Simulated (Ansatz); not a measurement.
**Heat of formation of HBS (SMILES B=S) from total energies**

HBS: 3 atoms, total charge 0, spin state singlet. As SMILES, `B=S`. Geometry: relaxed at PBE0-D4/def2-TZVP.

```xyz
3

B    -0.0387   -0.0146    0.1348
S     0.3992    0.1476   -1.3933
H    -0.3605   -0.1331    1.2585
```

Total energies at CCSD/def2-TZVPPD, 6 core orbitals frozen (Ansatz 0.2.0); the atoms run unrestricted:

```
species    state  energy (Eh)
    HBS  singlet  -423.114563
      B  doublet   -24.596713
      S  triplet  -397.642984
      H  doublet    -0.499810
```

Harmonic wavenumbers at PBE0-D4/def2-TZVP, in cm⁻¹: 731, 731, 1212, 2836.

Measured heats of formation of the gaseous atoms at 298.15 K, in kJ/mol: B 570.3, S 277.0, H 218.0. Spin-orbit lowering of the atoms at 298 K (mean of the ground term's levels less their thermal mean, from spectra), in kJ/mol: B 0.00, S 1.88. Take 1 Eh = 2625.50 kJ/mol, 1 cm⁻¹ = 0.0119627 kJ/mol, RT = 2.479 kJ/mol.

Work out the heat of formation of the gas at 298 K.


1. Electronic atomisation energy: (-24.596713) + (-397.642984) + (-0.499810) − (-423.114563) = 0.375056 Eh = 984.7 kJ/mol.
2. Zero-point energy: half the sum of the wavenumbers, 2755 cm⁻¹ = 33.0 kJ/mol.
3. Thermal vibrational enthalpy, Σ hcν̃/(exp(hcν̃/kT) − 1): 0.6 kJ/mol. Translation, rotation and pV of a linear molecule: 3.5 RT = 8.7 kJ/mol.
4. The 3 free atoms carry 5/2 RT each: 18.6 kJ/mol.
5. Spin-orbit coupling lowers the free atoms by 0.00 + 1.88 = 1.9 kJ/mol.
6. Atomisation enthalpy at 298 K: 984.7 − 1.9 − 33.0 − 0.6 − 8.7 + 18.6 = 959.1 kJ/mol.
7. Sum of the atoms' heats of formation: 1065.3 kJ/mol. Heat of formation: 1065.3 − 959.1 = +106.2 kJ/mol.

The tabulated value is +50.2 kJ/mol (NIST-JANAF tables; in doubt: it rests on an older heat of the boron atom), so this level is off by +56.0 kJ/mol, or 5.5 % of the atomisation enthalpy that the table implies (1015.1 kJ/mol). Coupled cluster needs large bases for atomisation: in a finite one the molecule is underbound. CCSD also lacks the triples, which bind further. Anharmonicity and any spin-orbit splitting of the molecule are left out, and so is core correlation.
